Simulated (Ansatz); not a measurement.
**BH3F (doublet): the correlation ladder at distance B1–H4 along a hydrogen transfer = 1.617 Å, cc-pVDZ**

How much of the correlation energy of BH3F (doublet) does each wave-function method recover here?

Method: cc-pVDZ, core rule «outside noble gas», up to 2 orbitals frozen; program: Ansatz 0.2.0, Gaussian basis.

The runs, in order: UHF; CCSD(T) on ROHF; CCSD(T) on UHF; BCCD(T) on ROHF; CISD; CCSDT(Q) on ROHF; CCSDT(Q) on UHF; CASSCF and MRCISD+Q, 3 electrons in 3 orbitals; CASSCF and NEVPT2, 3 electrons in 3 orbitals.

16 further runs of the same task are left out: 9 for a known fault of the program, 1 for a mislabelled method, 5 that didn't finish, 1 set aside as unsound or not needed.

## Step 1: The system

The geometry derives from fragments relaxed apart (PBE0/def2-TZVP) and kept rigid, so it is no stationary point. A hydrogen atom is moved between rigid fragments.

5 atoms, charge 0, spin multiplicity 2.

Atoms are counted from 1 here; the program's logs count them from 0.

Bond lengths: B1–H2 1.193 Å, B1–H3 1.193 Å, H4–F5 1.070 Å. Angles: H2–B1–H3 120.0°.

## Step 2: UHF

in.yaml reads:

```yaml
crystal:
  periodic: [false, false, false]
  atoms:
    - {symbol: B, position_ang: [-1.567790, 0.000000, 0.000000]}
    - {symbol: H, position_ang: [-2.164524, 1.033571, 0.000000]}
    - {symbol: H, position_ang: [-2.164524, -1.033571, 0.000000]}
    - {symbol: H, position_ang: [0.049210, 0.000000, 0.000000]}
    - {symbol: F, position_ang: [1.119210, 0.000000, 0.000000]}
basis:
  gaussian: {orbitals: cc-pVDZ}
magnetization: {spin_polarized: true, initial_magnetization: 1}
hamiltonian: {xc: hf}
output: {orbitals: {seedname: orbitals}}
```

Launch:

```bash
$ ansatz run in.yaml --threads 1 --pin off --events-out ev --progress --plain --max-ram 2393MiB
```

After this run come: CCSD(T) on ROHF; CCSD(T) on UHF; BCCD(T) on ROHF; CISD; CCSDT(Q) on ROHF; CCSDT(Q) on UHF; CASSCF and MRCISD+Q, 3 electrons in 3 orbitals; CASSCF and NEVPT2, 3 electrons in 3 orbitals.

Before running them: what should the planned runs give, taken together? Wanted: UCCSDT(Q) below the RHF energy; RMP2 from UCCSDT(Q); UMP2 from UCCSDT(Q); RCCSD from UCCSDT(Q); RCCSD(T) from UCCSDT(Q); UCCSD(T) from UCCSDT(Q); RCCSDT(Q) from UCCSDT(Q); NEVPT2 pair from UCCSDT(Q); MRCISD+Q pair from UCCSDT(Q).

As calculated:

```
                         quantity                                                   value
   UCCSDT(Q) below the RHF energy                                              -8.5237 eV
              RMP2 from UCCSDT(Q)                                         +18.65 kcal/mol
              UMP2 from UCCSDT(Q)                                         +19.22 kcal/mol
             RCCSD from UCCSDT(Q)                                          +3.55 kcal/mol
          RCCSD(T) from UCCSDT(Q)                                          +0.74 kcal/mol
          UCCSD(T) from UCCSDT(Q)                                          +0.74 kcal/mol
         RCCSDT(Q) from UCCSDT(Q)                                          +0.02 kcal/mol
       NEVPT2 pair from UCCSDT(Q)                                         +18.16 kcal/mol
     MRCISD+Q pair from UCCSDT(Q)                                          +1.85 kcal/mol
levels within 1 kcal/mol (43 meV)  RCCSD(T), UCCSD(T), BCCD(T), RCCSDT, UCCSDT, RCCSDT(Q)
                    T1 diagnostic                                                   0.019
```

In words: RCCSD(T) lands +0.74 kcal/mol from the yardstick (0.4 % of the correlation energy). Of the multireference levels listed MRCISD+Q pair comes nearest in total energy (+1.85 kcal/mol), which doesn't show that its space is the better one. These misses are within one basis, not against nature; the frozen cores of restricted and unrestricted runs differ, which can shift their rows.
